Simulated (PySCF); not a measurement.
Boronic acid, BH₃O₂.
Bonds: O1–B2, B2–O3. Hydrogens: H4 on O1; H5 on B2; H6 on O3.

Computed by this run: PySCF, PBE0-D3(BJ)/def2-SVP geometry optimisation, gas phase; density fitting, grid level 1; the optimiser is geomeTRIC in internal coordinates, started from a GFN2-xTB structure with every atom displaced at random (about 0.03 Å).

Step 0: E = -4812.6512 eV
```
atom  x, y, z in Å  |  force x, y, z in eV/Å
O1     -1.0788   -0.6777    0.0859   -2.874   0.197  -0.102
B2     -0.0163    0.0930   -0.0358    0.124   0.845  -0.334
O3      1.0849   -0.5828    0.1351    4.914  -0.024   0.320
H4     -1.8536   -0.1131   -0.0725    0.034  -0.639   0.140
H5     -0.0109    1.2507   -0.3066   -0.263   0.674  -0.089
H6      1.9440   -0.0621    0.0814   -1.936  -1.053   0.064
```

Step 1: E = -4812.8296 eV
```
atom  x, y, z in Å  |  force x, y, z in eV/Å
O1     -1.1812   -0.6570    0.0768    0.013  -0.316   0.104
B2     -0.0020   -0.0056   -0.0195    0.069   1.131  -0.349
O3      1.2012   -0.5764    0.1378    0.643  -0.766   0.271
H4     -1.9070   -0.0414   -0.0870    0.191  -0.257   0.059
H5     -0.0066    1.1688   -0.2873   -0.171   0.491  -0.067
H6      1.9650    0.0196    0.0668   -0.745  -0.283  -0.019
```

**Question.** Estimate the geometry and energy of step 2. (The exact step hangs on the optimiser's Hessian estimate; all steps are aligned on step 1, rigid shifts and turns removed.)

**Answer.** E = -4812.8888 eV, largest force 1.532 eV/Å
```
atom  x, y, z in Å  |  force x, y, z in eV/Å
O1     -1.1281   -0.6549    0.0807    0.610   0.413  -0.109
B2      0.0160    0.0888   -0.0523   -0.160  -0.657   0.271
O3      1.1756   -0.6070    0.1530   -1.510  -0.254  -0.046
H4     -1.9225   -0.1410   -0.0652   -0.119   0.100  -0.031
H5     -0.0118    1.2920   -0.3103    0.064  -0.365   0.039
H6      1.9403   -0.0698    0.0817    1.114   0.763  -0.123
```

The energy changes by -0.0592 eV. The first-order estimate −F·Δx gives -0.2613 eV and the mean of the old and new forces, exact on a quadratic surface, -0.0568 eV. The step makes an angle of 52° with the force vector and moves no atom by more than 0.125 Å.

What follows is the cost of the whole optimisation. Hardware: an Arm Neoverse V1 with one thread, shared host with 32 logical CPUs at a one-minute load of 24. Cost: 5.1 s, 0.25 GiB resident at most.
